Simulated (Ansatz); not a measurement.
Mulliken charges of CH2N2, SMILES `N#CN` from r2SCAN/def2-TZVPP in Ansatz (PBE0-D4/def2-TZVP geometry).

```csv
atom,x (Å),y (Å),z (Å),charge (e)
N1,0.456,-1.286,1.337,-0.127
C2,0.226,-0.539,0.488,0.055
N3,0.003,0.299,-0.527,-0.331
H4,-0.889,0.191,-0.986,0.202
H5,0.254,1.261,-0.354,0.202
```

Problem. By hand: the dipole of these point charges (1 e Å = 4.8032 D).

Solution. Σ q r = (-0.175, 0.328, -0.239) e Å, of length 0.442 e Å = 2.12 D.

Problem. How does the dipole of the full density compare? (Best estimate.)

Solution. The calculation gave: (-0.337, 0.707, -0.588) e Å, 4.70 D; the point charges give 0.45 times that, at 5° from its direction.

Point charges leave out the atoms' own dipoles, such as those of lone pairs, and Mulliken's split depends on the basis, so the two needn't agree.
